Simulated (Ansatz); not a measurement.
## H3O⁺ ··· PH3

The pair of H3O⁺ (SMILES [OH3+], atoms 1–4) and PH3 (SMILES P, atoms 5–8), both closed shells, in one local arrangement (a lower one may exist), relaxed at PBE0-D4/def2-TZVP:

```xyz
8
angstrom
O -0.2847 -0.1834 -1.3543
H -0.1219 -0.0771 -0.3476
H 0.4196 -0.6878 -1.8014
H -0.4615 0.6645 -1.8018
P 0.1677 0.1071 1.8842
H -0.9550 0.6636 1.2039
H 0.0992 -1.1510 1.2171
H 1.1365 0.6640 0.9999
```

Ansatz 0.2.0; basis: def2-TZVPPD, with def2-QZVPPD for the basis limit; cores frozen in the correlated methods. B3LYP uses VWN-RPA correlation. Extrapolation: Hartree–Fock as exp(−7.88 √X), correlation as X^−2.97. Interaction energies count from these two fragments, frozen as in the pair, with the counterpoise correction; negative means bound.

Task: What is the interaction energy by CCSD(T) at an estimated basis limit (MP2 extrapolated from triple and quadruple zeta, plus CCSD(T) − MP2 in triple zeta)? (Judge from chemistry; the value comes from the calculation.)

Result: Computed: -11.97 kcal/mol. Hartree–Fock alone gives -6.32 kcal/mol at the basis limit. It counts from the two fragments frozen as in the pair.

The same quantity by other methods in triple zeta, and each one's difference from that estimate:
```json
{"method": "PBE-D4", "E_int (kcal/mol)": "-15.56", "difference": "-3.60"}
{"method": "revPBE-D4", "E_int (kcal/mol)": "-14.25", "difference": "-2.28"}
{"method": "BLYP-D4", "E_int (kcal/mol)": "-14.06", "difference": "-2.09"}
{"method": "r2SCAN-D4", "E_int (kcal/mol)": "-14.11", "difference": "-2.14"}
{"method": "B97M-V", "E_int (kcal/mol)": "-12.96", "difference": "-0.99"}
{"method": "PBE0-D4", "E_int (kcal/mol)": "-14.01", "difference": "-2.04"}
{"method": "B3LYP-D4", "E_int (kcal/mol)": "-13.22", "difference": "-1.25"}
{"method": "HSE06-D4", "E_int (kcal/mol)": "-14.04", "difference": "-2.07"}
{"method": "wB97X-V", "E_int (kcal/mol)": "-11.99", "difference": "-0.02"}
{"method": "wB97M-V", "E_int (kcal/mol)": "-12.97", "difference": "-1.00"}
{"method": "B2PLYP", "E_int (kcal/mol)": "-12.01", "difference": "-0.04"}
{"method": "HF", "E_int (kcal/mol)": "-6.26", "difference": "5.71"}
{"method": "MP2", "E_int (kcal/mol)": "-11.70", "difference": "0.27"}
{"method": "CCSD", "E_int (kcal/mol)": "-10.48", "difference": "1.48"}
{"method": "CCSD(T)", "E_int (kcal/mol)": "-11.36", "difference": "0.60"}
```
Differences are method less estimate.

Energy to bend the free fragments (PBE0-D4 minima) into their shapes in the pair, CCSD(T)/def2-TZVPPD: H3O⁺ 1.14 kcal/mol; PH3 0.14 kcal/mol. This must be added to the interaction energy to get the binding energy from relaxed fragments.

Basis-set superposition shift (counterpoise-corrected less uncorrected): CCSD(T) 0.63; MP2 0.62; HF 0.08; PBE0-D4 0.09; wB97M-V 0.11 kcal/mol.

The T1 diagnostic stays at or below 0.014.

For scale, one of the runs: CCSD(T)/def2-TZVPPD, 190 basis functions, launched by `ansatz run in.yaml --threads 2 --pin off --events-out ev --progress --plain --max-ram 5222MiB`. Time: 29 s of wall clock on 2 CPU threads of an Arm Neoverse V1; the host was shared. Peak host memory: 1.9 GiB.
